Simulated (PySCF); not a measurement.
## Dipole moment and polarisability across levels of theory

C₆H₈.
Structure used (PBE0-D3(BJ)/def2-SVP), in Å, numbered top down from 1:
```
atom  x, y, z in Å
C1     2.372   -0.255    1.243
C2     1.312   -0.155    0.663
C3     0.052   -0.010   -0.028
C4    -0.328    1.414   -0.376
C5    -0.347   -1.118   -0.980
C6    -1.049   -0.985    0.331
H7     3.310   -0.350    1.756
H8    -0.414    2.030    0.532
H9     0.429    1.873   -1.030
H10   -1.295    1.438   -0.900
H11    0.353   -1.945   -1.112
H12   -0.875   -0.816   -1.889
H13   -0.837   -1.721    1.110
H14   -2.069   -0.591    0.341
```

PySCF, dipoles from the SCF density, polarisabilities from static response with core orbitals frozen. Isolated species at its PBE0-D3(BJ)/def2-SVP geometry, gas phase.

The anisotropy is √(½[(α1 − α2)² + (α2 − α3)² + (α3 − α1)²]).

```csv
level,μ (D),α (Å³),anisotropy (Å³)
LDA/def2-SVPD,0.919,10.72,4.13
PBE/def2-SVPD,0.906,10.60,4.11
B3LYP/def2-SVPD,0.869,10.38,3.95
PBE0/def2-SVPD,0.875,10.26,3.92
BHandHLYP/def2-SVPD,0.837,10.06,3.77
CAM-B3LYP/def2-SVPD,0.833,10.19,3.79
wB97X-D/def2-SVPD,0.860,10.23,3.79
LC-wPBE/def2-SVPD,0.813,9.88,3.64
HF/def2-SVPD,0.820,9.80,3.57
PBE0/6-31G*,0.772,8.45,4.63
PBE0/def2-SVP,0.820,8.88,4.46
PBE0/def2-TZVP,0.901,10.04,4.26
```

The dipole runs from 0.77 D (PBE0/6-31G*) to 0.92 D (LDA/def2-SVPD). No reference polarisability is at hand; against PBE0 in the largest diffuse basis at hand (def2-SVPD) the other PBE0 rows deviate by 6-31G* -18%, def2-SVP -13%, def2-TZVP -2%. In one basis (def2-SVPD) the functionals order the polarisability from HF (lowest) to LDA (highest), a spread of 9%. With PBE0 the polarisability is 9.12 Å³ without diffuse functions (mean of 6-31G*, def2-SVP and def2-TZVP) and 10.26 Å³ with them (def2-SVPD).
